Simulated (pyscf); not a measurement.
A first-order saddle from PySCF, ωB97X-D3(BJ)/def2-SVPD:

```xyz
7

Br     0.0762    -2.0365     1.0458
C     -1.1924     0.6385     0.2629
C     -0.7658    -0.5158    -0.2957
Cl    -2.1990    -1.7943    -1.1084
H     -1.9135     0.6663     1.0802
H     -0.8070     1.5780    -0.1411
H     -0.0399    -0.5180    -1.1063
```
Charge -1, spin multiplicity 1.

Surface: singlet, charge -1. Lowest wavenumbers (cm⁻¹): 526i, 184, 284, 322, 410.

### Question
Which two sides does it connect, and which bonds change?

### Answer
Br⁻ (SMILES [Br-]) + H₂C=CH–Cl (SMILES C=CCl) ⇌ H₂C=CH–Br (SMILES C=CBr) + Cl⁻ (SMILES [Cl-]), a substitution at C read from left to right: C–Cl broken and Br–C formed. At ωB97M-D3(BJ)/def2-TZVPD it lies +35.5 kcal/mol from the left side and +25.7 kcal/mol from the right (each side as separated species at their lowest minima found). On the reactant side the descent ends in a bound adduct, 9.6 kcal/mol under the separated species and 44.4 kcal/mol under the saddle at ωB97X-D3(BJ)/def2-TZVPD. On the product side the descent ends in a bound adduct, 11.1 kcal/mol under the separated species and 37.0 kcal/mol under the saddle at ωB97X-D3(BJ)/def2-TZVPD. This is the saddle that the search found; another between the same sides may lie lower. The angle at the attacked C is 94°: a side-on saddle, likely not the lowest. Elements up to Kr have no core potential and no relativistic terms here.
